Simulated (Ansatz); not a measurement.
# AlMgH₂ (sextet): wave-function methods side by side, def2-TZVPP

One table from this session's results is given with a row withheld; the runs are named, their logs left out.

Program: Ansatz 0.2.0, Gaussian basis. Level of theory: def2-TZVPP, core rule «outside noble gas», up to 10 orbitals frozen. These are calculated values, not measurements.

The runs, in order: UHF; ROHF; CCSD(T) on UHF.

### What is computed

The geometry is a PBE0/def2-TZVP stationary point (not a proven minimum) of the parent state, kept for this charge and spin.

4 atoms, charge 0, spin multiplicity 6.

Atoms are counted from 1 here; the program's logs count them from 0.

Bond lengths: Al1–H3 1.585 Å, Al1–H4 1.685 Å, Mg2–H4 1.892 Å. Angles: H3–Al1–H4 120.6°, Al1–H4–Mg2 97.5°.

The first run:

in.yaml

```yaml
crystal:
  periodic: [false, false, false]
  atoms:
    - {symbol: Al, position_ang: [0.000000, 0.056189, 1.220938]}
    - {symbol: Mg, position_ang: [0.000000, -0.001415, -1.471349]}
    - {symbol: H, position_ang: [0.000000, -0.327222, 2.759073]}
    - {symbol: H, position_ang: [0.000000, -1.142799, 0.037065]}
basis:
  gaussian: {orbitals: def2-TZVPP}
magnetization: {spin_polarized: true, initial_magnetization: 5}
hamiltonian: {xc: hf}
output: {orbitals: {seedname: orbitals}}
```

On the command line:

```
ansatz run in.yaml --threads 1 --pin off --events-out ev --progress --plain --max-ram 4096MiB --backend cpu
```

Steps of the session up to this table: UHF; ROHF; CCSD(T) on UHF.

One table of the session follows, with a row left open; its other results are not shown here.

| method | from UCCSD(T) (meV) |
| --- | --- |
| ROHF | +2388.6 |
| UHF | +2363.1 |
| UMP2 | +702.0 |
| UCCSD | ? |
| UCCSD(T) | 0 |

Q: Estimate the row for UCCSD from the others.

**Answer.** from UCCSD(T) (meV): +108.3. In the column «from UCCSD(T) (meV)» it lies between UCCSD(T) (0) and UMP2 (+702.0).
